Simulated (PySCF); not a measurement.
## Magnesium: a sound run and one with changed settings

Sound run: Mg [Ne] 3s2, Mg⁺ [Ne] 3s1. Computed with PySCF 2.14 in pcseg-2, with the non-relativistic Hamiltonian (point nucleus). The sound run starts from symmetry-adapted Hartree-Fock orbitals and uses a fine grid where one is needed.

Changed run: 26 angular points. This setting is unsound on purpose.

```json
{"species": "Mg", "method": "UHF", "sound run (hartree)": "-199.60382", "changed run (hartree)": "-199.60382", "converged": "yes"}
{"species": "Mg", "method": "MN15", "sound run (hartree)": "-200.00489", "changed run (hartree)": "-200.00489", "converged": "yes"}
{"species": "Mg", "method": "r2SCAN", "sound run (hartree)": "-200.03832", "changed run (hartree)": "-200.03832", "converged": "yes"}
{"species": "Mg⁺", "method": "UHF", "sound run (hartree)": "-199.36124", "changed run (hartree)": "-199.36124", "converged": "yes"}
{"species": "Mg⁺", "method": "MN15", "sound run (hartree)": "-199.72500", "changed run (hartree)": "-199.72500", "converged": "yes"}
{"species": "Mg⁺", "method": "r2SCAN", "sound run (hartree)": "-199.76825", "changed run (hartree)": "-199.76825", "converged": "yes"}
```

Ionisation energy of Mg:

```
method  sound run (eV)  changed run (eV)
   UHF           6.601             6.601
  MN15           7.616             7.616
r2SCAN           7.349             7.349
```

Here the setting changes nothing at the digits shown.

For comparison, NIST gives 7.646 eV between the lowest levels.
